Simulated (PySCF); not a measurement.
CH2O2. Atoms are numbered in the order given.

```xyz
5

O     -0.0900    -1.1107     0.0000
C      0.3966     0.1327     0.0000
O     -0.2622     1.1287     0.0000
H     -1.0567    -1.0414     0.0000
H      1.4952     0.1014     0.0000
```

Geometry optimised at PBE0-D3(BJ)/def2-TZVP. The values are those of a single conformer.

The numbers are results of PBE0/pcSseg-2 in PySCF, not measurements.

GIAO shieldings, no solvent; atoms alike by connectivity are averaged. δ = σ(ref) − σ: ¹⁷O against H2O (σ = 327.8 ppm); ¹³C against TMS (σ = 186.1 ppm); ¹H against TMS (σ = 31.54 ppm), references at their B3LYP-D3(BJ)/def2-TZVP geometries, non-relativistic.

| atoms | nucleus | count | δ (ppm) |
|---|---|---|---|
| O3 | ¹⁷O | 1 | ___ |
| O1 | ¹⁷O | 1 | 210.7 |
| C2 | ¹³C | 1 | 168.7 |
| H5 | ¹H | 1 | 7.99 |
| H4 | ¹H | 1 | ___ |

Q: Some entries are withheld; supply them. (An estimate is asked for; the answer gives what the named calculation found.)

A: 
- H4, δ (ppm): 6.16
- O3, δ (ppm): 435.0
